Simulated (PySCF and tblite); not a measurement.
The numbers below are computed, except where a source is named.
C₆H₁₀, numbered as in [CH2:1]1[CH2:2][C@H:3]2[CH2:4][C@H:5]2[CH2:6]1.

Search: ETKDG, MMFF94s, GFN2-xTB, 60 starts; geometries at GFN2-xTB. Energies: PBE0-D3(BJ)/def2-TZVP (IEF-PCM, dichloromethane), with GFN2-xTB thermal terms (modes under about 100 cm⁻¹ blended into free rotors). Symmetry numbers and mirror images are counted. Conformers within 3 kcal/mol (GFN2-xTB free energy) were kept, 10 at most. (PySCF 2.14, tblite 0.8.)

Rotational constants are equilibrium values for the commonest isotopes; dipoles come from the energy level named and are polarised by its solvent model.

The 5-ring runs over atoms 1–2–3–5–6.

| conformer | shape | symmetry | weight % |
| --- | --- | --- | --- |
| 1 | 5-ring envelope (ring torsions 17, 0, -17, 27, -27°) | Cs | 99.6 |
| 2 | 5-ring envelope (ring torsions -18, 0, 18, -28, 28°) | Cs | 0.4 |

Sets of constants, in random order:

```csv
set,A (MHz),B (MHz),C (MHz),abs μa (D),abs μb (D),abs μc (D)
P,5609,4294,3150,0.14,0.00,0.19
Q,5965,4115,2955,0.13,0.00,0.22
```

Task: Match each set to its conformer.

Result: P is conformer 1, Q is conformer 2.
